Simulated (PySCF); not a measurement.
Compound: ZnO (singlet state).
SMILES with atom numbers: `[O:1]=[Zn:2]`

Cartesian coordinates in Å at the PBE0-D3(BJ)/def2-TZVP level; atoms count from 1:
```xyz
2
ZnO angstrom
O      0.866   -0.040    0.009
Zn    -0.832    0.016   -0.016
```

The calculation used CAM-B3LYP/aug-cc-pVTZ in PySCF (dipole) on a PBE0-D3(BJ)/def2-TZVP geometry, gas phase.

Masses are those of the commonest isotopes; rigid-rotor values at the optimised geometry. 

(1) What are the moment of inertia and the rotational constant?

(2) List the first levels of a rigid rotor in a Σ state.

(3) Where do the first rotational lines fall?

(4) Estimate the classical rotational partition function at 10 K, 25 K and 200 K.

Answers

(1) I = 36.934 u·Å², B = 505379 MHz·u·Å²/I = 13683 MHz (0.4564 cm⁻¹, or 0.657 K as hB/k). For two atoms I = μr² with μ = 12.7939 u and r = 1.6991 Å.

(2) E(J) = BJ(J+1): J = 1: 0.913, J = 2: 2.739, J = 3: 5.477, J = 4: 9.128, J = 5: 13.693, J = 6: 19.170 cm⁻¹.

(3) The dipole is 6.09 D; J+1 ← J lies at 2B(J+1): 1 ← 0 at 27.37 GHz, 2 ← 1 at 54.73 GHz, 3 ← 2 at 82.10 GHz, 4 ← 3 at 109.47 GHz, 5 ← 4 at 136.83 GHz, 6 ← 5 at 164.20 GHz.

(4) Point group C∞v, symmetry number σ = 1; q = kT/(σhB), k/h = 20836.6 MHz/K: 15.2 at 10 K, 38.1 at 25 K, 305 at 200 K.

No PBE0-D3(BJ)/def2-TZVP frequencies stand behind this structure, so it isn't proved a minimum. Geometry: PBE0-D3(BJ)/def2-TZVP; no solvent, vibrations or thermal averaging. These are rigid-rotor constants of the computed structure; measured ground-state constants (B0) also hold zero-point vibration.

The run took 4.9 s wall on Intel Xeon Platinum 8488C, one thread, shared host with 192 logical CPUs at a one-minute load of 12, and the process peaked at 0.52 GiB of memory. This is the CAM-B3LYP/aug-cc-pVTZ job that gave the dipole, with the excitations it also computed.
